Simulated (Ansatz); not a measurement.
Compare A (`CC1=C(O)N1`) with its isomer B (`COC=C=N`).

Program: Ansatz. Geometries: PBE0-D4/def2-TZVP. ΔE: electronic, gas phase. CCSD(T)/CBS is the MP2 limit (def2-TZVPP, def2-QZVPP) plus CCSD(T) − MP2 in def2-TZVPP, frozen cores. DFT in def2-TZVPP. One conformer a species, not always the lowest.

A:

Z-matrix (Å, degrees):
```
C
C 1 1.456
H 1 1.094 2 112.0
H 1 1.095 2 110.3 3 -120.0
H 1 1.092 2 110.0 3 120.4
C 2 1.272 1 162.6 3 -145.5
N 2 1.586 1 134.9 3 74.7
O 6 1.321 2 152.9 1 25.5
H 7 1.026 2 107.7 1 -93.1
H 8 0.965 6 107.8 2 -170.9
```

B:

```xyz
10

C    -0.108    1.645   -0.589
O     0.678    0.478   -0.458
C     0.261   -0.325    0.570
C    -0.050   -1.583    0.372
N    -0.429   -2.732    0.200
H     0.335    2.235   -1.391
H    -1.144    1.398   -0.842
H    -0.099    2.233    0.338
H     0.248    0.086    1.576
H     0.309   -3.436    0.223
```

Q: Which isomer does CCSD(T)/CBS put lower? Give the gap. (Estimate.)

A: Computed: B, by 23.8 kcal/mol.

Q: Give E(B) − E(A) in kcal/mol with PBE0-D4, LDA (SPW92), CCSD/def2-TZVPP, HF/def2-TZVPP, PBE-D4, B2PLYP, r2SCAN-D4. (Best estimate.)

A: The calculation gave: PBE0-D4 -22.4, LDA (SPW92) -20.1, CCSD/def2-TZVPP -26.1, HF/def2-TZVPP -32.7, PBE-D4 -22.9, B2PLYP -26.8, r2SCAN-D4 -25.1. None reverses the order clearly.

Q: Does the order hold for the free energy at 298.15 K (harmonic terms from PBE0-D4)? (Best estimate.)

A: Ansatz gave: Yes: G(B) − G(A) = -23.9 kcal/mol, for one conformer each.

Largest T1 diagnostic: 0.014.

In def2-TZVPP, CCSD(T) changes the Hartree–Fock value by +7.3 kcal/mol (the triples alone add +0.8 kcal/mol) and MP2 by +11.0 kcal/mol. From r2SCAN to r2SCAN0 (25 % exact exchange), in def2-TZVPP and without D4, E(B) − E(A) moves by +1.1 kcal/mol.
